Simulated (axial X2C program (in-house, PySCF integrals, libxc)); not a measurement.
# SiF⁺: properties at the nuclei

Aim: properties at the nuclei of SiF⁺, with spin–orbit coupling in the Hamiltonian from the start.

Method: two-component X2C with atomic mean-field terms, Si dyall-v3z, F dyall-av3z; program: an in-house X2C program for linear molecules on PySCF integrals.

All values are calculated.

## 1. Input

The input, task.json:

```json
{
 "zs": [
  14,
  9
 ],
 "q": 1,
 "bas": [
  "dyall-v3z",
  "dyall-av3z"
 ],
 "r0": 1.8,
 "levels": [
  "PBE0",
  "HF",
  "LDA",
  "PBE50",
  "BHandHLYP"
 ],
 "nst": 3
}
```

Keys: zs atomic numbers; q charge; bas basis sets; r0 starting distance in Å; levels methods (HF also brings MP2); nst determinants followed.

On the command line:

```console
python soeom.py task.json out
```

Further steps of the session: Expectation values, lowest determinant.

Q: Predict the outcome of this session. Wanted: lowest determinant; qzz Si; qzz F.

The runs gave:

| quantity | value |
| --- | --- |
| lowest determinant | Ω = 0 (closed shell) |
| qzz Si (a.u.), PBE0 | -1.83 |
| qzz F (a.u.), PBE0 | 0.36 |

What this shows: The expectation values come from single determinants, which for open shells can mix terms of unlike spin or miss the lowest Ω, so a determinant need not be a state. qzz is the electric field gradient, eQq0 = 234.96 MHz × Q/barn × qzz. The operators were transformed with the bare-nucleus X2C matrices.
